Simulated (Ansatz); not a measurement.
Antiferromagnetic (type II) rock-salt NiO, treated with r²SCAN-D4 in Ansatz (plane waves, PAW).

Settings: plane-wave cutoff 500 eV, 16×16×16 k mesh, Fermi–Dirac smearing 0.05 eV, spin-polarised with opposed moments, scalar-relativistic PAW data made under PBE.

Cell (relaxed at this level):

Space group R-3m, hexagonal axes (No. 166); a = b = 2.941 Å, c = 7.172 Å, α = β = 90.00°, γ = 120.00°

```csv
atom,site,symmetry,x,y,z
Ni,3a,-3m,0.0000,0.0000,0.0000
O,3b,-3m,0.0000,0.0000,0.5000
```
(The calculation used a cell of 4 atoms; values per cell refer to that cell.)

Question: What does this level give for the magnetic moment (largest site, within a sphere) and band gap?

Answer: 
- magnetic moment (largest site, within a sphere) = 1.57 μB
- band gap = 2.39 eV (on the SCF k mesh)

Note: a magnet's gap depends somewhat on the PAW data; a distance lies near a switch of the dispersion term, which can move the cell.

Moments are spin moments.

The computed numbers hold no vibrational or temperature effects.

It cost roughly 6 core-minutes of CPU time.

Ansatz is a quantum-chemistry and plane-wave program.
